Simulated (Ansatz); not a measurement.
A nudged elastic band was laid between two geometries of CH2Cl2 + HO (7 atoms, charge 0, multiplicity 2).

Computed with Ansatz 0.2.0, UKS PBE0-D4/def2-SVP.

```json
{
 "movable images": "5",
 "climbing image": "yes",
 "spring": "5.0 eV/Å²",
 "optimiser": "quadratic models (default)",
 "start path": "through a guess of the saddle point",
 "force threshold": "0.05 eV/Å",
 "iteration limit": "60",
 "end points": "relaxed"
}
```

Initial state:

```xyz
7
Properties=species:S:1:pos:R:3
H 0.298 0.275 -0.671
C 0.699 -0.501 -0.009
Cl 0.567 -2.068 -0.801
Cl -0.245 -0.403 1.501
O -1.511 1.770 -0.548
H 1.749 -0.322 0.246
H -1.556 1.249 0.282
```

Final state:

```xyz
7
Properties=species:S:1:pos:R:3
H -1.242 1.456 -1.070
C 0.569 -1.113 0.092
Cl 1.851 -2.226 0.108
Cl -0.508 -1.070 1.425
O -0.524 1.717 -0.483
H 0.677 -0.170 -0.452
H -0.822 1.406 0.380
```

Question: Which bonds break or form, and what moves?

Answer: Bonds broken: H1–C2. Bonds formed: H1–O5. CH2Cl2 + HO becomes CHCl2 + H2O.

Question: What energy profile does the band end with?

Answer: The run converged. The highest image is number 2 of 0 to 6, 0.153 eV above the first end and 1.037 eV above the last; the last end lies 0.885 eV below the first. A vibrational analysis at the climbing image gives one clearly imaginary mode, 213i cm⁻¹: a first-order saddle point.

```csv
image,path coordinate (Å),energy (eV),H1–C2 (Å),H1–O5 (Å)
0,0.00,0.000,1.10,2.35
1,0.50,0.064,1.09,2.02
2,1.00,0.153,1.15,1.49
3,1.85,-0.736,2.23,0.97
4,2.70,-0.791,2.64,0.96
5,3.55,-0.855,2.98,0.96
6,4.40,-0.885,3.35,0.96
```

Question: What is the geometry of the highest image?

Answer: 
```xyz
7
Properties=species:S:1:pos:R:3
H -0.101 0.305 -0.481
C 0.557 -0.467 0.059
Cl 0.537 -1.941 -0.886
Cl -0.065 -0.663 1.696
O -1.002 1.484 -0.661
H 1.579 -0.073 0.108
H -1.506 1.355 0.164
```

Question: What are the harmonic wavenumbers there?

Answer: 213i, 90, 105, 184, 289, 612, 746, 801, 881, 1128, 1242, 1380, 2105, 3178, 3766 cm⁻¹.

The run took 3.2 min on 2 threads of AMD EPYC 7B13 (Zen 3), with other jobs on the host, peak memory 0.26 GiB.
